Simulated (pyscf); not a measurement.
Thermochemistry of product channels of HO–In [singlet] + HF on the singlet surface, in kJ/mol, from CCSD(T)/def2-TZVPP + ΔMP2(QZVPP) energies (ideal gas, 1 atm, RRHO with modes under 100 cm⁻¹ raised to 100, one conformer, R ln 2 for chiral ones without a mode under 150 cm⁻¹). Optimised with ωB97X-D3(BJ)/def2-SVP in PySCF. Correlated levels are frozen-core, on RHF or UHF. ΔMP2 is the change of the MP2 total energy from the triple- to the quadruple-zeta basis.

| products | ΔE | ΔH(298 K) | ΔG(298 K) | ΔG(1200 K) |
|---|---|---|---|---|
| F–In [singlet] + H₂O | ? | -51.9 | -50.3 | -41.5 |
| HO–InH–F | ? | +1.2 | +39.1 | +149.4 |

What belongs in the gaps?


- F–In [singlet] + H₂O, ΔE: -57.0
- HO–InH–F, ΔE: +4.7

These are energies of the channels, which say nothing of barriers. The CCSD(T) − MP2 part came from Ansatz, without density fitting, on the same reference. The frozen core leaves the outer d or s,p core shells of the metals and heavy elements correlated in the MP2 and CC values, and def2-TZVPP describes them poorly, which can shift differences by a few kcal/mol. Elements past Kr carry the def2 core potentials, without spin-orbit coupling.
